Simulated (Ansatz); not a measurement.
# A relaxation, step by step

CH₇AlSi, singlet, PBE0-D4/def2-TZVP (Ansatz 0.2.0). Settings:

```yaml
hamiltonian: {xc: pbe0, dispersion: d4}
relax: {f_tol: 0.005, max_steps: 200}
```

Start, a step off a saddle point along its unstable mode:

| atom | x (Å) | y (Å) | z (Å) |
| --- | --- | --- | --- |
| Al1 | -0.2801 | -0.5088 | -0.3262 |
| Si2 | 0.7533 | 1.2706 | -1.3905 |
| H3 | 0.4400 | 0.5753 | 0.4758 |
| C4 | -0.8759 | -1.5351 | 1.2034 |
| H5 | -0.1764 | 2.3710 | -0.9393 |
| H6 | 2.1226 | 1.5482 | -0.8139 |
| H7 | 0.9128 | 1.3634 | -2.8674 |
| H8 | -1.4464 | -0.8457 | 1.8251 |
| H9 | 0.0228 | -1.7955 | 1.7789 |
| H10 | -1.4725 | -2.4435 | 1.0541 |

```
step  energy less the last (meV)  largest force component (eV/Å)
   1                      1770.4                           1.405
   2                      1367.1                           0.719
   3                      1065.3                           0.841
   4                       798.5                           0.566
   5                       567.4                           0.489
   6                       379.0                           0.296
   7                       244.3                           0.287
   8                       140.8                           0.220
   9                        80.6                           0.304
  10                        41.7                           0.437
  11                         7.6                           0.210
  12                         1.6                           0.095
  13                         0.8                           0.058
  14                         0.1                           0.014
  15                         0.0                           0.003
```

Step 8, positions (Å) and forces (eV/Å):

```
atom       x       y       z      Fx      Fy      Fz
 Al1   0.107  -0.003   0.497   0.008   0.164   0.020
 Si2   0.690   1.262  -1.529  -0.021   0.045  -0.066
  H3   0.715   0.902   1.669  -0.031  -0.098   0.052
  C4  -0.889  -1.573   1.105   0.019   0.007  -0.086
  H5  -0.075   2.548  -1.367   0.095  -0.114  -0.052
  H6   2.133   1.611  -1.313  -0.088   0.003  -0.072
  H7   0.539   0.832  -2.957  -0.040  -0.057   0.220
  H8  -1.684  -1.182   1.760   0.073  -0.135  -0.074
  H9  -0.201  -2.132   1.755  -0.149  -0.022  -0.051
 H10  -1.336  -2.264   0.380   0.134   0.207   0.109
```

Step 12, positions (Å) and forces (eV/Å):

```csv
atom,x,y,z,Fx,Fy,Fz
Al1,0.217,0.185,0.775,-0.077,-0.095,-0.023
Si2,0.666,1.240,-1.406,0.000,-0.009,-0.028
H3,0.783,0.889,2.085,0.019,0.022,0.012
C4,-0.831,-1.456,0.994,0.032,0.042,0.031
H5,-0.127,2.500,-1.548,0.013,-0.021,0.006
H6,2.102,1.623,-1.544,-0.019,-0.002,0.000
H7,0.323,0.379,-2.578,0.006,0.020,0.046
H8,-1.718,-1.244,1.605,0.020,-0.008,-0.037
H9,-0.251,-2.199,1.555,-0.016,0.018,-0.035
H10,-1.164,-1.916,0.060,0.022,0.034,0.028
```

Step 13, positions (Å) and forces (eV/Å):

```csv
atom,x,y,z,Fx,Fy,Fz
Al1,0.212,0.193,0.797,0.050,0.015,-0.058
Si2,0.662,1.226,-1.392,-0.019,-0.001,0.006
H3,0.802,0.921,2.083,-0.014,-0.008,0.045
C4,-0.827,-1.448,0.991,-0.018,0.007,0.013
H5,-0.130,2.484,-1.539,-0.004,0.006,-0.008
H6,2.096,1.610,-1.546,0.004,-0.007,0.002
H7,0.308,0.354,-2.548,0.002,0.000,-0.004
H8,-1.726,-1.259,1.588,-0.002,-0.006,0.007
H9,-0.254,-2.209,1.531,0.003,0.002,0.003
H10,-1.141,-1.873,0.036,-0.002,-0.008,-0.006
```

Last step (15):

```
atom    x (Å)    y (Å)    z (Å)
 Al1   0.2165   0.1936   0.7918
 Si2   0.6610   1.2311  -1.3949
  H3   0.7871   0.9071   2.0973
  C4  -0.8247  -1.4465   0.9890
  H5  -0.1255   2.4925  -1.5444
  H6   2.0974   1.6044  -1.5521
  H7   0.3014   0.3563  -2.5483
  H8  -1.7226  -1.2546   1.5874
  H9  -0.2502  -2.2024   1.5356
 H10  -1.1403  -1.8815   0.0386
```

The run took about 47 s on 2 CPU threads of an Intel Xeon Platinum 8488C (shared host).
